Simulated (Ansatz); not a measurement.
`Cc1ccsc1` from Hartree–Fock to CCSD(T)

Z-matrix (Å, degrees):
```
C
C 1 1.493
H 1 1.094 2 111.2
H 1 1.094 2 111.1 3 119.4
H 1 1.091 2 111.3 3 -120.3
C 2 1.423 1 124.1 3 -59.6
C 2 1.366 1 124.7 3 120.3
C 6 1.362 2 113.2 1 -180.0
H 6 1.083 2 123.6 1 -0.0
S 7 1.706 2 112.3 1 180.0
H 7 1.080 2 127.5 1 0.0
H 8 1.079 6 128.2 2 180.0
```

Charge 0, multiplicity 1. The geometry is a stationary point of PBE0-D4/def2-TZVP. Frozen core, restricted reference, Ansatz. CBS rows extrapolate triple and quadruple zeta; past MP2 they add the triple-zeta difference.

```json
{"basis": "def2-SVP", "HF (Eh)": "-590.07820", "MP2 corr.": "-0.80143"}
{"basis": "def2-TZVPP", "HF (Eh)": "-590.43214", "MP2 corr.": "-0.98685"}
{"basis": "def2-QZVPP", "HF (Eh)": "-590.45173", "MP2 corr.": "-1.05319"}
```

Question: Estimate the CCSD correlation energy and the (T) correction in each basis where they were run (hartree).

Answer: 
```tsv
basis	CCSD corr.	(T)
def2-SVP	-0.84662	-0.03527
def2-TZVPP	-1.01948	-0.05384
CBS(def2)	-1.13496	as TZ
```
